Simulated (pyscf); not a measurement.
# Four-centre exchange: HO–Zr(OH)(Cl)–Cl + NH₃ -> H₂O + H₂N–Zr(OH)(Cl)–Cl

Gas phase, singlet surface, charge 0. Bonds broken: O1–Zr2, N8–H9. Bonds formed: O1–H9, Zr2–N8. PySCF, gas phase, ωB97X-D3(BJ)/def2-SVP geometries.

Transition state (Å):

```xyz
11

O      0.8736     0.9000     1.0187
Zr    -0.5096    -0.3406    -0.1853
O      0.3217    -0.3113    -1.8834
Cl    -2.7198    -1.1415    -0.5151
Cl     0.2359    -2.1024     1.2414
H      1.2568     0.6498     1.8675
H      0.7083    -0.5310    -2.7324
N     -1.2453     1.6704     0.2889
H     -0.0075     1.5815     0.9922
H     -1.2585     2.3655    -0.4591
H     -2.1456     1.7361     0.7650
```

One imaginary mode, 740i cm⁻¹; descent along it reached the two sides named, in the forms told below.

```csv
bond,change,reactant side (Å),saddle,product side
O1–Zr2,breaks,1.934,2.214,2.397
N8–H9,breaks,1.021,1.426,2.440
O1–H9,forms,2.7,1.114,0.969
Zr2–N8,forms,2.416,2.193,2.041
```

Electronic energies relative to the separated reactants (kcal/mol):

| level | barrier | reaction energy | reverse barrier |
|---|---|---|---|
| ωB97X-D3(BJ)/def2-TZVP | 6.7 | +15.7 | -9.0 |
| PBE/def2-TZVP | 8.4 | +15.8 | -7.4 |
| r²SCAN/def2-TZVP | 7.3 | +16.5 | -9.2 |
| B3LYP-D3(BJ)/def2-TZVP | 8.7 | +16.0 | -7.2 |
| PBE0-D3(BJ)/def2-TZVP | 6.7 | +15.3 | -8.6 |
| M06-2X/def2-TZVP | 6.1 | +15.0 | -8.8 |
| ωB97M-D3(BJ)/def2-TZVP | 9.3 | +16.3 | -7.0 |
| HF/def2-TZVP | 21.6 | +17.9 | 3.7 |

With ωB97M-D3(BJ)/def2-TZVP energies and thermal terms (ideal gas, 1 atm, RRHO with modes under 100 cm⁻¹ raised to 100, one conformer, R ln 2 for chiral ones without a mode under 150 cm⁻¹), in kcal/mol:

```
T (K)  ΔH‡   ΔG‡     ΔH     ΔG
-----  ---  ----  -----  -----
298    7.8  18.9  +15.8  +15.2
600    8.1  30.2  +16.0  +14.5
900    8.8  41.1  +16.2  +13.8
1200   9.6  51.8  +16.3  +12.9
```

On the reactant side the descent ends in an adduct with a N–Zr contact, 22.8 kcal/mol under the separated species and 29.5 kcal/mol under the saddle at ωB97X-D3(BJ)/def2-TZVP. On the product side the descent ends in an adduct with a O–Zr contact, 14.7 kcal/mol under the separated species and 5.7 kcal/mol under the saddle at ωB97X-D3(BJ)/def2-TZVP. At ωB97X-D3(BJ)/def2-TZVP, PBE, r²SCAN, B3LYP-D3(BJ), PBE0-D3(BJ), M06-2X, ωB97M-D3(BJ) the saddle lies under the separated products, which points to a path from their complex (located at ωB97X-D3(BJ) alone), and parting the products costs more than the saddle. What is counted as formed (N–Zr) is already present as a longer contact in the reactant adduct; forming that adduct is a step of its own. What is counted as broken (O–Zr) persists as a longer contact in the product adduct; parting that adduct is a step of its own. This is the saddle that the search found; another between the same sides may lie lower. Elements past Kr carry the def2 core potentials, without spin-orbit coupling.
